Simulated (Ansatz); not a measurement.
Ansatz (an electronic-structure program) input (MP2/pcseg-2):

Ansatz 0.2 input:
```yaml
crystal:
  periodic: [false, false, false]
  atoms:
    - {symbol: P, position_ang: [0.00293147, 0.00160888, 0.12817703]}
    - {symbol: H, position_ang: [-0.00384980, 1.18388197, -0.65609339]}
    - {symbol: H, position_ang: [1.01199153, -0.61366513, -0.65676338]}
    - {symbol: H, position_ang: [-1.05211382, -0.59435001, -0.60979871]}
basis:
  gaussian:
    orbitals: pcseg-2
magnetization: {spin_polarized: false}
correlation: {method: mp2, electrons: outside_noble_gas}
output: {forces: true}
```

Output:

```
Functional definition: HF
integrals: 0.02 GiB planned
442 factors; integrals over basis functions are off by at most 1.1e-3 eV
mean field: 0.11 GiB planned
mean field evaluation 1: about -9318.8222 eV, gradient 9.9e0 eV
mean field evaluation 2: about -9318.8206 eV, gradient 9.9e0 eV
mean field evaluation 4: about -9319.4275 eV, gradient 9.9e-1 eV
mean field evaluation 8: about -9319.4340 eV, gradient 9.3e-4 eV
mean field -9319.43400965 eV, -342.4828829154 hartree, gradient 8.2e-6 eV, S^2 0.000000; 0 other end points of the search recorded, 0 dependent functions left out
5 core orbitals not correlated
reference -9319.43400965 eV, -342.4828829154 hartree; 4, 4 occupied and 67, 67 virtual orbitals, 442 factors
densities: 0.08 GiB planned
second order -4.45633707 eV of doubles, -0.00000000 eV of singles
the calculation of the forces begins
Total energy: -9323.89034672 eV, -342.6466502821 hartree
Atom 0 at     0.002931     0.001609     0.128177 Å, force    -0.010455    -0.005738    -0.457157 eV/Å
Atom 1 at    -0.003850     1.183882    -0.656093 Å, force     0.001433    -0.224364     0.155273 eV/Å
Atom 2 at     1.011992    -0.613665    -0.656763 Å, force    -0.191415     0.116885     0.155400 eV/Å
Atom 3 at    -1.052114    -0.594350    -0.609799 Å, force     0.200437     0.113218     0.146484 eV/Å
Dipole moment:    -0.003256    -0.001787    -0.142353 e Å
```
